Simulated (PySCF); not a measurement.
Stepwise substitution at one centre (Al F-Cl). All species are isolated molecules in the gas phase. Strings in code marks are SMILES.

The numbers are results of ωB97X-D3(BJ)/def2-TZVP (PySCF), not measurements. Delta-SCF ions had no search for a lower state. Excitations are Tamm–Dancoff values on a coarser integration grid. The basis has no diffuse functions, so Rydberg states are missing or too high.

```csv
species,vertical ionisation energy (Delta-SCF) (eV),S1 excitation (TDA) (eV),S1 oscillator strength
0 of 3 F replaced by Cl,(withheld),8.78,(withheld)
1 of 3 F replaced by Cl (`[F][Al]([F])[Cl]`),12.92,7.64,0.025
2 of 3 F replaced by Cl (`[Cl][Al]([F])[Cl]`),12.40,7.48,(withheld)
3 of 3 F replaced by Cl (`[Cl][Al]([Cl])[Cl]`),12.06,7.36,0.000
```

### Question
Complete the blanks.

### Answer

- 0 of 3 F replaced by Cl, vertical ionisation energy (Delta-SCF) (eV): 14.91
- 0 of 3 F replaced by Cl, S1 oscillator strength: 0.000
- 2 of 3 F replaced by Cl (`[Cl][Al]([F])[Cl]`), S1 oscillator strength: 0.016
